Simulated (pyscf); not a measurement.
# Four-centre exchange: HO–Bi(OH)–OH + ammonia (NH₃) → H₂N–Bi(OH)–OH + water (H₂O)

Gas phase, singlet surface, charge 0. Bonds broken: Bi1–O2, N8–H9. Bonds formed: Bi1–N8, O2–H9. Single points on ωB97X-D3(BJ)/def2-SVP structures (PySCF, gas phase).

Transition state (Å):

```xyz
11

Bi     0.4687    -0.3760     0.0507
O     -0.3102     0.1818     2.1973
O      0.2158    -0.2920    -2.0578
O     -1.3000    -1.4736     0.1447
H     -1.0545    -0.3955     2.4174
H     -0.6337     0.0358    -2.3766
H     -1.4808    -1.7876    -0.7524
N     -0.6577     1.6261     0.3090
H     -0.6983     1.1672     1.4284
H     -0.1780     2.5144     0.1650
H     -1.5537     1.6489    -0.1784
```

One imaginary mode, 946i cm⁻¹; descent along it reached the two sides named, in the forms told below.

| bond | change | reactant side (Å) | saddle | product side |
|---|---|---|---|---|
| Bi1–O2 | breaks | 2.087 | 2.351 | 2.7 |
| N8–H9 | breaks | 1.023 | 1.210 | 2.034 |
| Bi1–N8 | forms | 2.6 | 2.312 | 2.170 |
| O2–H9 | forms | 2.231 | 1.309 | 0.979 |

Electronic energies relative to the separated reactants (kcal/mol):

| level | barrier | reaction energy | reverse barrier |
|---|---|---|---|
| ωB97X-D3(BJ)/def2-TZVP | 8.5 | +8.8 | -0.2 |
| PBE/def2-TZVP | 6.9 | +9.9 | -3.1 |
| r²SCAN/def2-TZVP | 7.2 | +9.9 | -2.8 |
| B3LYP-D3(BJ)/def2-TZVP | 8.4 | +9.5 | -1.0 |
| PBE0-D3(BJ)/def2-TZVP | 7.2 | +8.5 | -1.3 |
| M06-2X/def2-TZVP | 8.4 | +9.1 | -0.7 |
| ωB97M-D3(BJ)/def2-TZVP | 10.4 | +9.2 | 1.2 |
| HF/def2-TZVP | 25.1 | +9.2 | 15.9 |

With ωB97M-D3(BJ)/def2-TZVP energies and thermal terms (ideal gas, 1 atm, RRHO with modes under 100 cm⁻¹ raised to 100, one conformer, R ln 2 for chiral ones without a mode under 150 cm⁻¹), in kcal/mol:

```tsv
T (K)	ΔH‡	ΔG‡	ΔH	ΔG
298	9.0	19.8	+8.9	+8.2
600	9.3	30.7	+9.1	+7.4
900	10.1	41.2	+9.3	+6.5
1200	10.9	51.4	+9.3	+5.5
```

On the reactant side the descent ends in an adduct with a Bi–N contact (not fully relaxed), 13.3 kcal/mol under the separated species and 21.8 kcal/mol under the saddle at ωB97X-D3(BJ)/def2-TZVP. On the product side the descent ends in a bound adduct, 12.3 kcal/mol under the separated species and 12.0 kcal/mol under the saddle at ωB97X-D3(BJ)/def2-TZVP. At ωB97X-D3(BJ), PBE, r²SCAN, B3LYP-D3(BJ), PBE0-D3(BJ), M06-2X the saddle lies under the separated products, which points to a path from their complex (located at ωB97X-D3(BJ) alone), and parting the products costs more than the saddle. What is counted as formed (Bi–N) is already present as a longer contact in the reactant adduct; forming that adduct is a step of its own. One saddle was located; it need not be the lowest between these sides. Elements past Kr carry the def2 core potentials, without spin-orbit coupling.
